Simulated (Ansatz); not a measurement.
Elements on the sites of an ideal fcc lattice, at a guessed lattice constant:

```
Cu Ru Rh Ag Ir
1.0
    -3.79217   -3.79217    0.00000
     0.00000    3.79217    3.79217
    -3.79217    3.79217   -3.79217
Cu Ru Rh Ag Ir
5 1 1 1 4
Direct
  0.66667 0.33333 0.33333
  0.00000 0.50000 0.00000
  0.83333 0.66667 0.66667
  0.33333 0.66667 0.66667
  0.16667 0.83333 0.33333
  0.66667 0.83333 0.33333
  0.50000 0.00000 0.00000
  0.83333 0.16667 0.66667
  0.00000 0.00000 0.00000
  0.33333 0.16667 0.66667
  0.16667 0.33333 0.33333
  0.50000 0.50000 0.00000
```

Cell and atoms were relaxed without symmetry on coarser meshes and computed once more. Method: DFT PBE, scalar-relativistic, plane waves, PAW in Ansatz 0.2.0.

Settings: cutoff 420 eV, Γ-centred mesh 7×7×5 on the computed 12-atom cell, Gaussian smearing of 0.10 eV; no spin polarisation.

The relaxation ran on 3×3×2 (shifted) and then 5×5×3 k points with a smearing of 0.1 eV, from sites shaken by 0.02 Å.

Q: What does the relaxation give?

A: A volume of 13.80 Å³/atom and no gap on the mesh. It lies 0.18 eV/atom above the elements' standard states (static lattices, no corrections for gases). The atoms leave their sites by 0.08 Å (root mean square) and 0.14 Å at most, and the cell stretches by up to 1.0 % at fixed volume.

```
CELL_PARAMETERS angstrom
-3.83001 -3.85176 0.01312
0.01348 3.82516 3.75825
-3.80091 3.83566 -3.78222
ATOMIC_POSITIONS crystal
Cu 0.67724 0.33068 0.33059
Cu 0.99045 0.50074 0.00695
Cu 0.83266 0.67608 0.66573
Cu 0.33400 0.67612 0.66671
Cu 0.16854 0.81605 0.34353
Ru 0.67179 0.82790 0.31870
Rh 0.48552 0.98949 0.00617
Ag 0.82809 0.17769 0.66734
Ir 0.00787 0.00038 0.00995
Ir 0.32831 0.17776 0.66474
Ir 0.18561 0.32347 0.33170
Ir 0.49240 0.49676 0.99843
```

The final mesh leaves forces up to 0.11 eV/Å and stresses up to 0.1 GPa: the relaxation ran on a coarser mesh, so the cell's shape, its bonds and its energy belong partly to that mesh.

Spin-orbit coupling is left out, which matters for the bands of heavy elements.